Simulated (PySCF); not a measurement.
System (SMILES): [NH+]#[C-] (C-NH).
Geometry (B3LYP-D3(BJ)/def2-TZVP, fixed):
```xyz
3

C      0.0000     0.0000    -0.7364
N      0.0000     0.0000     0.4276
H      0.0000     0.0000     1.4250
```

Basis-set convergence of the isotropic shielding of C1 at PBE0 with PySCF. GIAO, no density fitting; atoms are numbered in the order shown. All functions are spherical. No added dispersion term, no relativity. Reference: the value in pcSseg-3, 2.64 ppm, itself unsure by roughly 0.86 ppm (its mean distance from cc-pCVQZ, pcseg-3, pcSseg-2). Deviations are taken from unrounded values.

```json
[
 {"basis": "3-21G", "functions": "20", "isotropic shielding of C1 (ppm)": "57.75", "minus reference (ppm)": "55.11"},
 {"basis": "pcseg-0", "functions": "20", "isotropic shielding of C1 (ppm)": "45.74", "minus reference (ppm)": "43.10"},
 {"basis": "6-31G**", "functions": "33", "isotropic shielding of C1 (ppm)": "34.57", "minus reference (ppm)": "31.93"},
 {"basis": "def2-SVP", "functions": "33", "isotropic shielding of C1 (ppm)": "27.80", "minus reference (ppm)": "25.16"},
 {"basis": "pcSseg-1", "functions": "39", "isotropic shielding of C1 (ppm)": "4.82", "minus reference (ppm)": "2.18"},
 {"basis": "aug-pcseg-1", "functions": "55", "isotropic shielding of C1 (ppm)": "22.20", "minus reference (ppm)": "19.56"},
 {"basis": "def2-TZVP", "functions": "68", "isotropic shielding of C1 (ppm)": "11.68", "minus reference (ppm)": "9.03"},
 {"basis": "pcseg-2", "functions": "74", "isotropic shielding of C1 (ppm)": "6.12", "minus reference (ppm)": "3.48"},
 {"basis": "def2-TZVPP", "functions": "76", "isotropic shielding of C1 (ppm)": "10.93", "minus reference (ppm)": "8.29"},
 {"basis": "def2-TZVPD", "functions": "83", "isotropic shielding of C1 (ppm)": "11.16", "minus reference (ppm)": "8.51"},
 {"basis": "aug-pcseg-2", "functions": "115", "isotropic shielding of C1 (ppm)": "5.82", "minus reference (ppm)": "3.18"},
 {"basis": "cc-pVQZ", "functions": "140", "isotropic shielding of C1 (ppm)": "6.64", "minus reference (ppm)": "3.99"},
 {"basis": "def2-QZVPPD", "functions": "159", "isotropic shielding of C1 (ppm)": "6.68", "minus reference (ppm)": "4.04"}
]
```
